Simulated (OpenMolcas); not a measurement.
Potential curves of CH⁺: spin–orbit levels

Calculated with OpenMolcas 26.06: state-averaged CASSCF(4,5) over C 2s 2p, H 1s, XMS-CASPT2 (IPEA 0.25, imaginary shift 0.2 hartree), scalar X2C, ANO-RCC-VTZP, then RASSI spin–orbit state interaction with atomic mean-field integrals. C2 symmetry about the axis (a holds Σ, Δ, Γ; b holds Π, Φ, H; Σ⁺ and Σ⁻ are not told apart); roots by multiplicity and irrep: 1a 4, 3b 2, 1b 2, 3a 1, 5a 1.

XMS-CASPT2 energies with spin–orbit state interaction in eV from the lowest point. Curves are followed by energy order within each symmetry, so they are adiabatic and may change character at avoided crossings; for Ω = 0 the + and − levels are counted together.

```tsv
R (Å)	(1)Ω=0	(2)Ω=0	(3)Ω=0	(1)Ω=1	(1)Ω=2
0.985	0.400	1.699	1.699	1.702	1.704
1.042	0.130	1.439	1.439	1.441	1.444
1.093	0.019	1.330	1.330	1.332	1.335
1.145	0.000	1.307	1.307	1.309	1.311
1.202	0.059	1.353	1.353	1.355	1.358
1.260	0.178	1.452	1.452	1.454	1.457
1.340	0.412	1.645	1.645	1.647	1.650
1.443	0.777	1.938	1.938	1.940	1.942
1.603	1.390	2.403	2.403	2.405	2.408
1.832	2.208	2.975	2.975	2.978	2.980
2.175	3.137	3.564	3.564	3.566	3.568
2.634	3.793	3.962	3.962	3.964	3.967
```

With masses 12.000 and 1.008 u, fit the curves (1)Ω=0, (2)Ω=0, (3)Ω=0, (1)Ω=1, (1)Ω=2 near their minima.

At XMS-CASPT2 with spin–orbit state interaction, Te from the lowest curve (the fit fixes ωe to a per cent or two; the method's Re and ωe can be off by some per cent):

| curve | Te (cm⁻¹) | Re (Å) | ωe (cm⁻¹) |
| --- | --- | --- | --- |
| (1)Ω=0 | 0 | 1.131 | 2852.1 |
| (2)Ω=0 | 10550 | 1.136 | 2687.5 |
| (3)Ω=0 | 10550 | 1.136 | 2687.5 |
| (1)Ω=1 | 10570 | 1.136 | 2687.5 |
| (1)Ω=2 | 10590 | 1.136 | 2687.5 |

The 5 lowest clean curves are shown; the next is (2)Ω=1, from 3.13 eV. Only roots inside an energy window near the equilibrium distance were included, so the list of states is not complete; labels number the states computed. Each spin and symmetry block has orbitals of its own, averaged over its own roots, so gaps between blocks are less sure than gaps within one and near the minimum can be off by tenths of an eV, in bad cases by more. No Rydberg orbitals are active, so Rydberg states, and σ→σ* states whose orbital the CASSCF left unused, can be missing between those listed. At stretched bonds a block can hold a wrong CASSCF solution and miss its lowest state; points past a visible jump are left out. No roots were computed in block 5b (none fell in the window or the block failed), so states of that kind are missing and can lie low or lowest. Points that failed a check (symmetry, reference weights, a jump) are left out.
